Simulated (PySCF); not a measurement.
Structure problem from calculated spectra and properties.

Formula: C6H6.

| Property | Result |
| --- | --- |
| Couplings | largest of the computed one-bond spin–spin couplings (means over like bonds): 13C–1H +263.9, 13C–13C +206.2, 13C–13C +203.3, 13C–1H +141.2 (×2), 13C–1H +137.0 (×3), 13C–13C +77.4, 13C–13C +75.4, 13C–13C +74.0 Hz [B3LYP/pcJ-1, spin–dipole term left out] |
| Rotational structure | rotational constants A, B, C: 11.466, 1.590, 1.422 GHz [GFN2-xTB] |
| 13C NMR | chemical shifts (computed TMS as zero) by class: 83.9 (1 C), 83.9 (1 C), 79.2 (1 C), 75.1 (1 C), 11.7 (1 C), 4.7 (1 C) ppm [GIAO PBE0/pcSseg-1] |
| Dipole | 0.81 D [PBE0/pcSseg-1] |
| 1H NMR | chemical shifts (computed TMS as zero) by class: 3.22 (2 H), 1.99 (3 H), 1.43 (1 H) ppm [GIAO PBE0/pcSseg-1] |

Electronic properties: PySCF, gas phase, density fitting. Levels stand in brackets. Isolated species at its GFN2-xTB geometry, gas phase. NMR values are class means; diastereotopic atoms form classes of their own.

**Question.** Propose a structure and show how it fits.

**Answer.** Numbering: `[CH:1]#[C:2][CH2:3][C:4]#[C:5][CH3:6]`. Its formula, C6H6, gives 4 degrees of unsaturation: 0 rings and 4 π bonds in the structure found. 6 carbons fall into 6 classes; from least to most shielded: alkyne carbon [C2] (83.9 ppm), alkyne carbon [C5] (83.9 ppm), alkyne carbon [C4] (79.2 ppm), terminal alkyne carbon [C1] (75.1 ppm), propargylic carbon [C3] (11.7 ppm), propargylic carbon [C6] (4.7 ppm). Hydrogen classes from least to most shielded: 2 H on a propargylic carbon, C3 (3.22 ppm), 3 H on a propargylic carbon, C6 (1.99 ppm), 1 H on a terminal alkyne carbon, C1 (1.43 ppm). The couplings run between: +263.9 Hz, terminal alkyne carbon [C1] and its hydrogen; +206.2 Hz, alkyne carbon [C4] and alkyne carbon [C5]; +203.3 Hz, terminal alkyne carbon [C1] and alkyne carbon [C2]; +141.2 Hz, propargylic carbon [C3] and its hydrogen (with 1 like pair); +137.0 Hz, propargylic carbon [C6] and its hydrogen (with 2 like pairs); +77.4 Hz, propargylic carbon [C3] and alkyne carbon [C4]; +75.4 Hz, alkyne carbon [C2] and propargylic carbon [C3]; +74.0 Hz, alkyne carbon [C5] and propargylic carbon [C6]. By its constants the optimised geometry is an asymmetric top. Structure: 1,4-hexadiyne, `C#CCC#CC`. Computed isomers that give other values at the same levels: `C#CC#CCC` (rotational constant A: 21.523 GHz; this holds for the one conformer computed); `C1=CC2C=CC12` (13C chemical shifts (computed TMS as zero) by class: 154.5 (4 C), 53.9 (2 C) ppm); `C=CC=C1C=C1` (13C chemical shifts (computed TMS as zero) by class: 145.1 (1 C), 144.2 (1 C), 143.4 (1 C), 121.9 (1 C), 111.3 (1 C), 90.8 (1 C) ppm). The assignments are read from this structure; whether some other isomer fits the data as well wasn't checked.
